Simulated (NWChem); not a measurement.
Li2; SMILES [Li][Li]

All runs: NWChem. Pople sets run with spherical d functions. B3LYP is NWChem's, with the RPA form of VWN correlation. Each level has its own optimisation; frequencies are unscaled.

```csv
level,r Li–Li (Å),highest harmonic frequency (cm⁻¹),zero-point energy (kcal/mol)
Hartree-Fock/3-21G,2.816,340,0.5
PBE0/def2-TZVP,2.741,336,0.5
Hartree-Fock/6-31G*,2.811,340,0.5
B3LYP/6-31G*,2.727,342,0.5
```
